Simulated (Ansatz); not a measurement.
Born–Oppenheimer molecular dynamics of C₂H₇Al (10 atoms, charge 0, multiplicity 1). It starts at the highest image of a converged band. Of that band: Neighbouring images differ by up to 1.4 eV, so the band resolves the path poorly. A vibrational analysis at the climbing image gives one clearly imaginary mode, 1069i cm⁻¹: a first-order saddle point.

Method: RKS BLYP-D4/def2-SVPD (Ansatz 0.2.0).

```yaml
ensemble: NVE (velocity Verlet)
time_step: 0.5 fs
steps_asked: 200
starting_velocities_drawn_for: 300 K
seed: 2171
```

First frame:

```xyz
10
Properties=species:S:1:pos:R:3
Al 0.655 -0.080 -0.882
C 0.891 -0.064 1.454
H 0.144 -0.834 1.733
H 1.828 -0.222 2.015
H 0.507 0.959 1.649
H 1.971 -0.248 -0.003
C -1.314 0.106 -0.691
H -1.701 -0.819 -0.215
H -1.554 0.949 -0.011
H -1.843 0.253 -1.649
```

Question: How far do the bonds stretch over the last three quarters of this one trajectory? (Pairs bonded in most of those frames.)

Answer: 
```csv
bond,mean (Å),spread (Å),shortest,longest
Al1–C7,2.037,0.050,1.96,2.12
C2–H3,1.111,0.047,1.03,1.20
C2–H4,1.106,0.014,1.08,1.14
C2–H5,1.109,0.037,1.04,1.17
C7–H8,1.115,0.008,1.10,1.13
C7–H9,1.113,0.006,1.10,1.13
C7–H10,1.114,0.004,1.11,1.12
```

Pairs bonded in part of these frames only: Al1–H6 9 %, C2–H6 53 %.

Mean temperature of the second half: 1406 K. The conserved energy stayed within 2.2 meV per atom of its start (net change -0.56 meV per atom), so there is no drift, though single steps change it by up to 24 meV in the whole system, a sign of fast motions only just resolved. The kinetic energy rose, since the run started high on the potential surface and went downhill. It ends in pieces (CH3Al + CH4), so much of that is their flight and rotation, not heat. A run of 0.1 ps of so small a system gives no equilibrium averages. The orbitals stay closed-shell, which can raise the energy where a bond breaks towards radicals; this wasn't checked here.

Run time: 3.1 min on 4 threads of Arm Neoverse V2 (shared host), peak memory 0.14 GiB.
